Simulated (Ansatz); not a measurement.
# [OF2]+ (SMILES F[O+]F) at 6 levels

Wanted: a comparison of 6 runs (UBHLYP/STO-3G, UCAM-B3LYP/STO-3G, UHSE06/STO-3G, UPBE/STO-3G, UMP2/STO-3G, UCCSD(T)/STO-3G) of [OF2]+. 

The results are computed with Ansatz 0.2.0.

18 further runs of the same task are left out: 15 that didn't finish, 3 set aside as unsound or not needed.

### Step 1. Starting point

[OF2]+: 3 atoms, total charge +1, spin state doublet. As SMILES, `F[O+]F`. The O2–F1 distance was set to 1.946 Å, away from the relaxed value. At this shape a bond of the SMILES string is far longer than usual.

Bond lengths: O2–F3 1.297 Å. A long bond or contact: F1–O2 1.946 Å.

### Step 2. The energy at UBHLYP/STO-3G (run 1)

Input file in.yaml:

```yaml
crystal:
  periodic: [false, false, false]
  atoms:
    - symbol: F
      position_ang: [1.379989, -0.716128, 0.682284]
    - symbol: O
      position_ang: [0.000640, 0.505210, 0.055670]
    - symbol: F
      position_ang: [-0.920840, -0.196190, -0.529090]
basis:
  gaussian:
    orbitals: STO-3G
total_charge: 1
magnetization:
  spin_polarized: true
  initial_magnetization: 1
hamiltonian:
  xc: {name: BHLYP}
accuracy: high
```

Started as:

```console
$ ansatz run in.yaml --threads 1 --pin off --max-ram 3480MiB --events-out events.jsonl --progress --plain --runs-dir runs
```

Output:

```text
Warning: RAYON_NUM_THREADS=1 ignored (pool sized by the plan → 1); use --threads N
Functional definition: BHLYP
  name "BHLYP"
  parameter a = 0.5
  exchange = (1 - a)*b88_x + a*exact_x
  correlation = lyp_c
246 factors; integrals over basis functions are off by at most 3.8e-8 eV
mean field evaluation 1: about -7339.1463 eV, gradient 3.2e1 eV
mean field evaluation 2: about -7153.0043 eV, gradient 4.3e1 eV
mean field evaluation 4: about -7331.3875 eV, gradient 1.8e1 eV
mean field evaluation 8: about -7355.5774 eV, gradient 4.7e0 eV
mean field evaluation 16: about -7356.3431 eV, gradient 8.2e-3 eV
mean field evaluation 32: about -7356.3468 eV, gradient 1.2e-2 eV
mean field evaluation 64: about -7356.3443 eV, gradient 1.3e-2 eV
mean field evaluation 96: about -7356.3448 eV, gradient 2.3e-2 eV
mean field evaluation 128: about -7356.1771 eV, gradient 5.3e-1 eV
mean field evaluation 160: about -7356.1204 eV, gradient 3.2e-1 eV
mean field -7356.34686122 eV, -270.3407608387 hartree, gradient 1.7e-8 eV, S^2 1.748407; 11 other end points of the search recorded, 0 dependent functions left out
reference -7356.34687012 eV, -270.3407611659 hartree; 13, 12 occupied and 2, 3 virtual orbitals, 246 factors
Total energy: -7356.34687012 eV, -270.3407611659 hartree
```

Wall time 17 s (1 thread of Arm Neoverse V2, shared host); peak memory 0.11 GiB.

### Step 3. A single-point energy at UCAM-B3LYP/STO-3G (run 2)

Input file run.yaml:

```yaml
crystal:
  periodic: [false, false, false]
  atoms:
    - {symbol: F, position_ang: [1.379989, -0.716128, 0.682284]}
    - {symbol: O, position_ang: [0.000640, 0.505210, 0.055670]}
    - {symbol: F, position_ang: [-0.920840, -0.196190, -0.529090]}
basis:
  gaussian:
    orbitals: STO-3G
total_charge: 1
magnetization:
  spin_polarized: true
  initial_magnetization: 1
hamiltonian:
  xc: {name: CAM-B3LYP}
accuracy: high
```

Started as:

```console
$ ansatz run run.yaml --threads 1 --pin off --max-ram 3480MiB --events-out events.jsonl --progress --plain --runs-dir runs
```

Output, shortened:

```text
Warning: RAYON_NUM_THREADS=1 ignored (pool sized by the plan → 1); use --threads N
Functional definition: CAM-B3LYP
  name "CAM-B3LYP"
[...]
246 factors; integrals over basis functions are off by at most 3.8e-8 eV
119 factors; integrals over basis functions are off by at most 2.2e-9 eV
[...]
mean field -7355.69897953 eV, -270.3169516259 hartree, gradient 2.4e-8 eV, S^2 1.691099; 13 other end points of the search recorded, 0 dependent functions left out
reference -7355.69898581 eV, -270.3169518566 hartree; 13, 12 occupied and 2, 3 virtual orbitals, 246 factors
Total energy: -7355.69898581 eV, -270.3169518566 hartree
```

Wall time 18 s (1 thread of Arm Neoverse V2, shared host); peak memory 0.11 GiB.

Runs 3 to 5 aren't shown in full; the table further down has their settings and results.

### Step 4. The energy at UCCSD(T)/STO-3G (run 6)

Input file input.yaml:

```yaml
crystal:
  periodic: [false, false, false]
  atoms:
    - symbol: F
      position_ang: [1.379989, -0.716128, 0.682284]
    - symbol: O
      position_ang: [0.000640, 0.505210, 0.055670]
    - symbol: F
      position_ang: [-0.920840, -0.196190, -0.529090]
basis:
  gaussian:
    orbitals: STO-3G
total_charge: 1
magnetization:
  spin_polarized: true
  initial_magnetization: 1
correlation:
  method: ccsd_t
  frozen_orbitals: {F: 1, O: 1}
accuracy: high
scf:
  omitted_lower_state_checks: [cluster_reference, increment]
```

Started as:

```console
$ ansatz run input.yaml --threads 1 --pin off --max-ram 3480MiB --events-out events.jsonl --progress --plain --runs-dir runs
```

Output:

```text
Warning: RAYON_NUM_THREADS=1 ignored (pool sized by the plan → 1); use --threads N
[... 19 lines left out ...]
3 core orbitals not correlated: weight in the atoms' cores, before any rotation towards them, 1.000 or more for the frozen orbitals, at most 0.000 for the correlated occupied ones
[... 244 lines left out ...]
Total energy: -7334.59215868 eV, -269.5412902663 hartree
Checks for a lower state left out: cluster_reference, increment
```

It took 1 s on 1 thread of Arm Neoverse V2, shared host.

### Step 5. Overview of the runs

```tsv
run	level	frozen core orbitals	energy (Eh)	⟨S²⟩	wall time
1	UBHLYP/STO-3G	–	-270.340761	1.748	17 s
2	UCAM-B3LYP/STO-3G	–	-270.316952	1.691	18 s
3	UHSE06/STO-3G	–	-270.198572	1.686	23 s
4	UPBE/STO-3G	–	-270.194063	1.342	6.9 s
5	UMP2/STO-3G	3	-269.501521	1.780	0.42 s
6	UCCSD(T)/STO-3G	3	-269.541290	1.780	1 s
```

### Step 6. What came out

```
                                          quantity          value
                               run 6: total energy  -269.54129 Eh
run 6: correlation energy (3 core orbitals frozen)      -98.7 mEh
                             run 6: (T) correction      -3.74 mEh
          run 6: ⟨S²⟩ of the reference determinant          1.780
                              run 6: T1 diagnostic          0.124
```

What this shows: Totals of different functionals can't be ranked against each other. In runs 1, 2, 3, 4, 5, 6 the basis is minimal, so the values are rough. Spin contamination of the reference: run 5 ⟨S²⟩ = 1.78, run 6 ⟨S²⟩ = 1.78, run 1 ⟨S²⟩ = 1.75, run 2 ⟨S²⟩ = 1.69, run 3 ⟨S²⟩ = 1.69, run 4 ⟨S²⟩ = 1.34. Where it is this large, the reference is a mixture of spin states, and values that rest on it are in doubt. All runs together took 66 s, the longest 23 s.
